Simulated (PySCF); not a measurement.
CS₂, triplet, at a GFN2-xTB geometry (a higher spin typed on purpose: for a closed-shell molecule this is an excited state); M062X/6-31G run with PySCF.

Here is a job for PySCF.
```python
from pyscf import gto, scf, dft

mol = gto.Mole()
mol.atom = '''
    S    -1.458793    0.087197    0.139066
    C    -0.017193   -0.124188   -0.584844
    S     1.465240   -0.040627    0.080250
'''
mol.basis = '6-31g'
mol.charge = 0
mol.spin = 2
mol.verbose = 4
mol.build()

mf = dft.UKS(mol)
mf.xc = 'm062x'
mf.kernel()
```

**Question.** What does PySCF print? Leave out banner, timings and long lists.

**Answer.** 
```
PySCF version 2.14.0

[INPUT] verbose = 4
[INPUT] num. atoms = 3
[INPUT] num. electrons = 38
[INPUT] charge = 0
[INPUT] spin (= nelec alpha-beta = 2S) = 2
[INPUT] symmetry False subgroup None
[INPUT] Mole.unit = angstrom
[INPUT] Symbol           X                Y                Z      unit          X                Y                Z       unit  Magmom
[INPUT]  1 S     -1.458793000000   0.087197000000   0.139066000000 AA   -2.756719242433   0.164778448884   0.262796653239 Bohr   0.0
[INPUT]  2 C     -0.017193000000  -0.124188000000  -0.584844000000 AA   -0.032490061260  -0.234681307957  -1.105194985595 Bohr   0.0
[INPUT]  3 S      1.465240000000  -0.040627000000   0.080250000000 AA    2.768902306758  -0.076773903263   0.151650521496 Bohr   0.0

nuclear repulsion = 108.725776386082
number of shells = 19
number of NR pGTOs = 114
number of NR cGTOs = 35
basis = 6-31g
ecp = {}

******** <class 'pyscf.dft.uks.UKS'> ********
method = UKS
initial guess = minao
damping factor = 0
level_shift factor = 0
DIIS = <class 'pyscf.scf.diis.CDIIS'>
diis_start_cycle = 1
diis_space = 8
diis_damp = 0
SCF conv_tol = 1e-09
SCF conv_tol_grad = None
SCF max_cycles = 50
direct_scf = True
direct_scf_tol = 1e-13
number electrons alpha = 20  beta = 18
XC library pyscf.dft.libxc version 7.1.2
    S. Lehtola, C. Steigemann, M. J. T. Oliveira, and M. A. L. Marques,  SoftwareX 7, 1–5 (2018)
XC functionals = m062x
    Y. Zhao and D. G. Truhlar,  Theor. Chem. Acc. 120, 215 (2008)
    Y. Zhao and D. G. Truhlar,  Theor. Chem. Acc. 120, 215 (2008)
radial grids:
    Treutler-Ahlrichs [JCP 102, 346 (1995); DOI:10.1063/1.469408] (M4) radial grids

becke partition: Becke, JCP 88, 2547 (1988); DOI:10.1063/1.454033
pruning grids: <function nwchem_prune>
grids dens level: 3
symmetrized grids: False
atomic radii adjust function: <function treutler_atomic_radii_adjust>
small_rho_cutoff = 0
Set gradient conv threshold to 3.16228e-05
tot grids = 51880
init E= -834.645068082464

cycle= 1 E= -834.180786345585  delta_E= 0.464  |g|=  0.2  |ddm|= 1.72
cycle= 2 E= -834.16145587968  delta_E= 0.0193  |g|= 0.304  |ddm|= 0.62
cycle= 3 E= -834.211968967013  delta_E= -0.0505  |g|= 0.0172  |ddm|= 0.276
cycle= 4 E= -834.212341492268  delta_E= -0.000373  |g|= 0.00594  |ddm|= 0.0609
cycle= 5 E= -834.212391483288  delta_E= -5e-05  |g|= 0.00116  |ddm|= 0.0232
cycle= 6 E= -834.2123954986  delta_E= -4.02e-06  |g|= 0.000385  |ddm|= 0.00769
cycle= 7 E= -834.212395953482  delta_E= -4.55e-07  |g|= 7.91e-05  |ddm|= 0.00284
cycle= 8 E= -834.212395965023  delta_E= -1.15e-08  |g|= 7.93e-05  |ddm|= 0.000431
cycle= 9 E= -834.212395970725  delta_E= -5.7e-09  |g|= 1.19e-05  |ddm|= 0.000146
cycle= 10 E= -834.212395971148  delta_E= -4.22e-10  |g|= 3.48e-06  |ddm|= 4.48e-05
Extra cycle  E= -834.212395971186  delta_E= -3.88e-11  |g|= 2.05e-06  |ddm|= 1.19e-05
converged SCF energy = -834.212395971186  <S^2> = 2.0040099  2S+1 = 3.0026721
```
